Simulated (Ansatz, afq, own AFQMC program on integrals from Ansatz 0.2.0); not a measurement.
BH$_{4}$, doublet: AFQMC among the cluster methods

```
atom    x (Å)    y (Å)    z (Å)
   B   0.0000   0.0000   0.0000
   H   0.3666   0.7182   0.7166
   H  -0.3751  -0.7140   0.7164
   H  -0.3649   0.7148  -0.7209
   H   0.3734  -0.7191  -0.7122
```

Basis 6-31G. Noble-gas cores (and the filled d shells of Ga–Kr and In–Xe) are frozen. Integrals, coupled cluster, full CI and functionals: Ansatz 0.2.0; the random walks run on the same integrals in our own AFQMC program. ph-AFQMC/CISD is guided by a CISD state made of CCSD amplitudes; releasing the constraint for a short imaginary time cuts its bias at the price of noise, slowly where states lie close. ± is one standard error of the sampling.

Determinant: ROHF, the one that the program's search chose, which needn't be the lowest solution. The geometry is a point of a scan.

Full CI on the same integrals is exact in this basis and with this determinant's frozen core.

- T1 diagnostic: 0.0114
- weight of the determinant in the CISD state: 0.950
- size of the correlated space: 7 electrons in 16 orbitals

| level | correlation energy (eV) |
| --- | --- |
| MP2 | -1.8813 |
| CCSD | -2.4279 |
| CCSD(T) | -2.4628 |

Question: Estimate where phaseless AFQMC with a CISD trial lies against CCSD(T) on the same integrals.

Answer: 0.16 ± 0.02 kcal/mol below CCSD(T).

Reference: full CI, correlation energy -2.474 eV. The released energy is read at 2.40 1/Eh (meV from the phaseless value at times in 1/Eh: -1.7 ± 0.9 at 0.24, -2.4 ± 0.6 at 0.51, -3.8 ± 0.5 at 0.99, -4.0 ± 0.4 at 1.62, -4.5 ± 0.4 at 2.40).

```json
{"level": "CCSD(T)", "E − E(reference) (kcal/mol)": "0.27", "share of correlation (%)": "99.53"}
{"level": "CCSDT", "E − E(reference) (kcal/mol)": "0.03", "share of correlation (%)": "99.95"}
{"level": "CCSDT(Q)", "E − E(reference) (kcal/mol)": "0.01", "share of correlation (%)": "99.99"}
{"level": "CCSDTQ", "E − E(reference) (kcal/mol)": "0.00", "share of correlation (%)": "100.00"}
{"level": "ph-AFQMC/CISD", "E − E(reference) (kcal/mol)": "0.10 ± 0.02", "share of correlation (%)": "99.82"}
{"level": "released AFQMC", "E − E(reference) (kcal/mol)": "0.00 ± 0.009", "share of correlation (%)": "100.00"}
```

CCSDT and higher add their correlation energy to the determinant of the CCSD(T) run, since their own runs factorise the integrals more tightly (a shift of under 2 meV). A walk keeps the symmetry of its determinant, which the program's search chose and which needn't be the lowest solution, so a lower state of the same spin and another symmetry isn't excluded. Released energies are given only where the last usable release times agree within the noise; a slower fall can still hide under it.
